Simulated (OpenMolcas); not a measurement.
**[AlH3]− (SMILES [AlH3-]), step by step**

We compute a single-point energy (ROHF/3-21G), then the energy (CASSCF(3,3)/3-21G), then a single-point energy (CASPT2(3,3)/3-21G), then a single-point energy (SC-NEVPT2(3,3)/3-21G), then a single-point energy (MRCI(3,3)/3-21G) of [AlH3]−. 

The calculation is run with OpenMolcas 26.06.

## Step 1: The molecule

[AlH3]− has 4 atoms, charge -1, and is taken as a doublet. As SMILES, `[AlH3-]`. The Al1–H3 distance was set to 2.106 Å, away from the relaxed value.

Bond lengths: Al1–H2 1.684 Å, Al1–H4 1.685 Å. Angles: H2–Al1–H4 101.1°.

## Step 2: A single-point energy at ROHF/3-21G (run 1)

Contents of step1.input:

```
&GATEWAY
BasLib
$CurrDir
Coord
4
angstrom
Al       0.136202       0.740152      -0.396700
H        0.769182       1.038872       1.135000
H       -1.350110      -0.683860       0.050500
H        1.336512      -0.240758      -1.057130
Basis
3-21G
Group
NoSym
&SEWARD
&SCF
UHF
Charge
-1
Spin
2
Scramble
0.25
PrOrbitals
1 1
&RASSCF
FileOrb
$Project.UnaOrb
Spin
2
Nactel
1 0 0
Inactive
8
Ras2
1
OutOrbitals
Canonical
OrbListing
Nothing
```

The basis set 3-21G is read from a file made from the Basis Set Exchange's data (not shown).

Command:

```console
$ export MOLCAS_MEM=1860
$ pymolcas step1.input > step1.log
```

Log:

```text
--- Start Module: gateway ---
[...]
--- Stop Module: gateway /rc=_RC_ALL_IS_WELL_ ---
[...]
      Basis functions           19
[...]
--- Start Module: scf ---
[...]
       Convergence after  16 Iterations
[...]
::    Total SCF energy                               -242.2463423131
[...]
      Total spin, S                                     0.5011016450
[...]
--- Stop Module: scf /rc=_RC_ALL_IS_WELL_ ---
--- Start Module: rasscf ---
[...]
      Number of active orbitals                  1
[...]
      Spin quantum number                      0.5
[...]
      Active orbitals                            1
[...]
      Number of CSFs                             1
[...]
      Number of root(s) required                 1
[...]
      Convergence after  7 iterations
[...]
      printout of CI-coefficients larger than  0.05 for root  1
      energy=    -242.245979
      conf/sym  1     Coeff  Weight
             1  u   1.00000 1.00000
      Natural orbitals and occupation numbers for root  1
      sym 1:   1.000000
      ************************************************************************************************************************
      *                                                    Final results                                                     *
[...]
::    RASSCF root number  1 Total energy:   -242.24597920
[...]
      Total electronic charge=   17.000000
      Total            charge=   -1.000000
[...]
      Dipole Moment (debye):
      Origin of the operator (angstrom)=    0.1479    0.6694   -0.3524
                   X=  5.0688E-01               Y=  2.6145E+00               Z= -1.3927E+00           Total=  3.0053E+00
      Center of Charge (angstrom)
[...]
--- Stop Module: rasscf /rc=_RC_ALL_IS_WELL_ ---
[...]
```

Run time: 2.4 s. Hardware: 1 thread of Arm Neoverse V1, shared host; peak memory 0.37 GiB.

## Step 3: A single-point energy at CASSCF(3,3)/3-21G (run 2)

Contents of step2.input:

```
&GATEWAY
BasLib = $CurrDir
Coord
4
angstrom
Al       0.136202       0.740152      -0.396700
H        0.769182       1.038872       1.135000
H       -1.350110      -0.683860       0.050500
H        1.336512      -0.240758      -1.057130
Basis = 3-21G
Group = NoSym
&SEWARD
&RASSCF
FileOrb = $CurrDir/step1.RasOrb
Spin = 2
Nactel = 3 0 0
Inactive = 7
Ras2 = 3
OrbListing = Nothing
OrbAppear = Compact
```

The basis set 3-21G is read from a file made from the Basis Set Exchange's data (not shown).

Command:

```console
$ export MOLCAS_MEM=1860
$ pymolcas step2.input > step2.log
```

Log:

```text
--- Start Module: gateway ---
[...]
--- Stop Module: gateway /rc=_RC_ALL_IS_WELL_ ---
--- Start Module: seward ---
[...]
      Basis functions           19
--- Stop Module: seward /rc=_RC_ALL_IS_WELL_ ---
--- Start Module: rasscf ---
[...]
      Number of active orbitals                  3
[...]
      Spin quantum number                      0.5
[...]
      Active orbitals                            3
[...]
      Number of CSFs                             8
[...]
      Number of root(s) required                 1
[...]
      Convergence after 12 iterations
[...]
      printout of CI-coefficients larger than  0.05 for root  1
      energy=    -242.264980
      conf/sym  111     Coeff  Weight
             1  2u0  -0.98698 0.97413
             5  02u  -0.06041 0.00365
             8  0u2  -0.14360 0.02062
      Natural orbitals and occupation numbers for root  1
      sym 1:   1.949930   1.002257   0.047813
      ************************************************************************************************************************
      *                                                    Final results                                                     *
[...]
::    RASSCF root number  1 Total energy:   -242.26497950
[...]
      Total electronic charge=   17.000000
      Total            charge=   -1.000000
[...]
      Dipole Moment (debye):
      Origin of the operator (angstrom)=    0.1479    0.6694   -0.3524
                   X=  9.3061E-02               Y=  2.1696E+00               Z= -1.2399E+00           Total=  2.5006E+00
      Center of Charge (angstrom)
[...]
--- Stop Module: rasscf /rc=_RC_ALL_IS_WELL_ ---
[...]
```

Wall time 1.8 s (1 thread of Arm Neoverse V1, shared host); peak memory 0.37 GiB.

## Step 4: A single-point energy at CASPT2(3,3)/3-21G (run 3)

Contents of step3.input:

```
&GATEWAY
  BasLib=$CurrDir
  Coord
  4
  angstrom
  Al       0.136202       0.740152      -0.396700
  H        0.769182       1.038872       1.135000
  H       -1.350110      -0.683860       0.050500
  H        1.336512      -0.240758      -1.057130
  Basis=3-21G
  Group=NoSym

&SEWARD

&RASSCF
  FileOrb=$CurrDir/step2.RasOrb
  Spin=2
  Nactel=3 0 0
  Inactive=7
  Ras2=3
  OrbListing=Nothing
  OrbAppear=Compact

&CASPT2
  Imaginary=0.1
  Frozen=5
```

The basis set 3-21G is read from a file made from the Basis Set Exchange's data (not shown).

Command:

```console
$ export MOLCAS_MEM=1860
$ pymolcas step3.input > step3.log
```

Log:

```text
--- Start Module: gateway ---
[...]
--- Stop Module: gateway /rc=_RC_ALL_IS_WELL_ ---
[...]
      Basis functions           19
[...]
--- Start Module: rasscf ---
[...]
      Number of active orbitals                  3
[...]
      Spin quantum number                      0.5
[...]
      Active orbitals                            3
[...]
      Number of CSFs                             8
[...]
      Number of root(s) required                 1
[...]
      Convergence after  4 iterations
[...]
      printout of CI-coefficients larger than  0.05 for root  1
      energy=    -242.264980
      conf/sym  111     Coeff  Weight
             1  2u0  -0.98698 0.97413
             5  02u  -0.06041 0.00365
             8  0u2  -0.14360 0.02062
      Natural orbitals and occupation numbers for root  1
      sym 1:   1.949929   1.002257   0.047813
      ************************************************************************************************************************
      *                                                    Final results                                                     *
[...]
::    RASSCF root number  1 Total energy:   -242.26497950
[...]
      Total electronic charge=   17.000000
      Total            charge=   -1.000000
[...]
      Dipole Moment (debye):
      Origin of the operator (angstrom)=    0.1479    0.6694   -0.3524
                   X=  9.3005E-02               Y=  2.1695E+00               Z= -1.2399E+00           Total=  2.5006E+00
      Center of Charge (angstrom)
[...]
--- Stop Module: rasscf /rc=_RC_ALL_IS_WELL_ ---
--- Start Module: caspt2 ---
[...]
 ###    WARNING: User changed nr of frozen orbitals.                         ###
 ###############################################################################
[...]
      E2 (Variational):          -0.0336953744
      Total energy:            -242.2986748767
[...]
      Reference weight:           0.98060
[...]
::    CASPT2 Root  1     Total energy:   -242.29867488
[...]
--- Stop Module: caspt2 /rc=_RC_ALL_IS_WELL_ ---
[...]
```

It took 1.8 s on 1 thread of Arm Neoverse V1, shared host; peak memory 0.37 GiB.

## Step 5: The energy at SC-NEVPT2(3,3)/3-21G (run 4)

Contents of step4.inp:

```
&GATEWAY
BasLib=$CurrDir
Coord
4
angstrom
Al       0.136202       0.740152      -0.396700
H        0.769182       1.038872       1.135000
H       -1.350110      -0.683860       0.050500
H        1.336512      -0.240758      -1.057130
Basis=3-21G
Group=NoSym
&SEWARD
&RASSCF
FileOrb=$CurrDir/step2.RasOrb
Spin=2
Nactel=3 0 0
Inactive=7
Ras2=3
OrbListing=Nothing
OrbAppear=Compact
&CASPT2
SC-NEVPT2
Frozen=5
```

The basis set 3-21G is read from a file made from the Basis Set Exchange's data (not shown).

Command:

```console
$ export MOLCAS_MEM=1860
$ pymolcas step4.inp > step4.log
```

Log:

```text
--- Start Module: gateway ---
[...]
--- Stop Module: gateway /rc=_RC_ALL_IS_WELL_ ---
[...]
      Basis functions           19
[...]
--- Start Module: rasscf ---
[...]
      Number of active orbitals                  3
[...]
      Spin quantum number                      0.5
[...]
      Active orbitals                            3
[...]
      Number of CSFs                             8
[...]
      Number of root(s) required                 1
[...]
      Convergence after  4 iterations
[...]
      printout of CI-coefficients larger than  0.05 for root  1
      energy=    -242.264980
      conf/sym  111     Coeff  Weight
             1  2u0  -0.98698 0.97413
             5  02u  -0.06041 0.00365
             8  0u2  -0.14360 0.02062
      Natural orbitals and occupation numbers for root  1
      sym 1:   1.949929   1.002257   0.047813
      ************************************************************************************************************************
      *                                                    Final results                                                     *
[...]
::    RASSCF root number  1 Total energy:   -242.26497950
[...]
      Total electronic charge=   17.000000
      Total            charge=   -1.000000
[...]
      Dipole Moment (debye):
      Origin of the operator (angstrom)=    0.1479    0.6694   -0.3524
                   X=  9.3005E-02               Y=  2.1695E+00               Z= -1.2399E+00           Total=  2.5006E+00
      Center of Charge (angstrom)
[...]
--- Stop Module: rasscf /rc=_RC_ALL_IS_WELL_ ---
--- Start Module: caspt2 ---
[...]
 ###    WARNING: User changed nr of frozen orbitals.                         ###
 ###############################################################################
[...]
      E2 (Variational):          -0.0333509417
[...]
      E2 (Variational):          -0.0332627238
      Total energy:            -242.2982422261
[...]
      Reference weight:           0.98086
[...]
::    SC-NEVPT2 Root  1     Total energy:   -242.29824223
[...]
--- Stop Module: caspt2 /rc=_RC_ALL_IS_WELL_ ---
[...]
```

It took 1.8 s on 1 thread of Arm Neoverse V1, shared host; peak memory 0.37 GiB.

## Step 6: A single-point energy at MRCI(3,3)/3-21G (run 5)

Contents of step5.input:

```
* AlH3 MRCI

&GATEWAY
  BasLib
  $CurrDir
  Coord
  4
  angstrom
  Al       0.136202       0.740152      -0.396700
  H        0.769182       1.038872       1.135000
  H       -1.350110      -0.683860       0.050500
  H        1.336512      -0.240758      -1.057130
  Basis
  3-21G
  Group
  NoSym

&SEWARD

&RASSCF
  FileOrb
  $CurrDir/step2.RasOrb
  Spin
  2
  Nactel
  3 0 0
  Inactive
  7
  Ras2
  3
  OrbListing
  Nothing
  OrbAppear
  Compact

&MOTRA
  LumOrb
  Frozen
  5

&GUGA
  Electrons
  7
  Spin
  2
  Inactive
  2
  Active
  3
  CIAll
  1

&MRCI
  SDCI
```

The basis set 3-21G is read from a file made from the Basis Set Exchange's data (not shown).

Command:

```console
$ export MOLCAS_MEM=1860
$ pymolcas step5.input > step5.log
```

Log:

```text
--- Start Module: gateway ---
[...]
--- Stop Module: gateway /rc=_RC_ALL_IS_WELL_ ---
[...]
      Basis functions           19
[...]
      Number of active orbitals                  3
[...]
      Spin quantum number                      0.5
[...]
      Active orbitals                            3
[...]
      Number of CSFs                             8
[...]
      Number of root(s) required                 1
[...]
      Convergence after  4 iterations
[...]
      printout of CI-coefficients larger than  0.05 for root  1
      energy=    -242.264980
      conf/sym  111     Coeff  Weight
             1  2u0  -0.98698 0.97413
             5  02u  -0.06041 0.00365
             8  0u2  -0.14360 0.02062
      Natural orbitals and occupation numbers for root  1
      sym 1:   1.949929   1.002257   0.047813
      ************************************************************************************************************************
      *                                                    Final results                                                     *
[...]
::    RASSCF root number  1 Total energy:   -242.26497950
[...]
      Dipole Moment (debye):
      Origin of the operator (angstrom)=    0.1479    0.6694   -0.3524
                   X=  9.3005E-02               Y=  2.1695E+00               Z= -1.2399E+00           Total=  2.5006E+00
      Center of Charge (angstrom)
[...]
      *** WARNING: Default frozen orbitals is overwritten by user input.
      *** Default values:   2
[...]
--- Start Module: guga ---
[...]
--- Stop Module: guga /rc=_RC_ALL_IS_WELL_ ---
--- Start Module: mrci ---
[...]
       (But an ACPF correction will be computed)
       USE THE DEFAULT ACPF G-VALUE GFAC=  0.28571428571428570
[...]
                      CI ENERGY:  -242.31267104
[...]
                ACPF CORRECTION:    -0.00152622
[...]
      Total electronic charge=   17.000000
      Total            charge=   -1.000000
[...]
     ACPF CORRECTION:     -0.00152622
[...]
  CI State   1     Total energy:   -242.31267104     QDav:     -0.00216441     QACPF:     -0.00152622
[...]
--- Stop Module: mrci /rc=_RC_ALL_IS_WELL_ ---
[...]
```

Wall time 1.9 s (1 thread of Arm Neoverse V1, shared host); peak memory 0.37 GiB.

## Step 7: Summary of results

| quantity | value |
| --- | --- |
| run 1, ROHF/3-21G: total energy | -242.24598 Eh |
| run 2, CASSCF(3,3)/3-21G: total energy | -242.26498 Eh |
| run 3, CASPT2(3,3)/3-21G: total energy | -242.29867 Eh |
| run 4, SC-NEVPT2(3,3)/3-21G: total energy | -242.29824 Eh |
| run 5, MRCI(3,3)/3-21G: total energy | -242.31267 Eh |

**Reading.** Mulliken charges (run 3, CASPT2(3,3)/3-21G) of the CASSCF density run from -0.32 on H2 to -0.12 on Al1. Mulliken charges (run 4, SC-NEVPT2(3,3)/3-21G) of the CASSCF density run from -0.32 on H2 to -0.12 on Al1; they depend strongly on the basis. Mulliken charges (run 5, MRCI(3,3)/3-21G) of the CASSCF density run from -0.32 on H2 to -0.12 on Al1.
